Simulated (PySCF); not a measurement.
Name the molecule from its bond curve

A diatomic of charge 0 contains Si. Its doublet curve at HSE06 in a double-zeta basis (no relativity, PySCF), in eV from the separated fragments:

R (Å), E (eV) and a bar:
```
    1.911     -2.794 ##########################
    2.000     -3.278 ############
    2.089     -3.540 ####
    2.155     -3.632 #
    2.222     -3.658 
    2.289     -3.632 #
    2.377     -3.539 ####
    2.489     -3.357 #########
    2.622     -3.081 #################
    2.800     -2.667 ##############################
```

The fit gives ωe = 450 cm⁻¹ and the rotational constant Bₑ = 0.2203 cm⁻¹.

Which atom is the partner?

The minimum lies at 2.219 Å, so the reduced mass is 16.8576 u Å² cm⁻¹/(Bₑ·Re²) = 15.54 u. With Si at 27.98 u the partner weighs about 35.0 u: Cl. The molecule is SiCl.

3-21G is very small, so such numbers show the basis as much as the molecule. The state is the lowest determinant that a PBE0 search found; another state may lie lower at other levels.
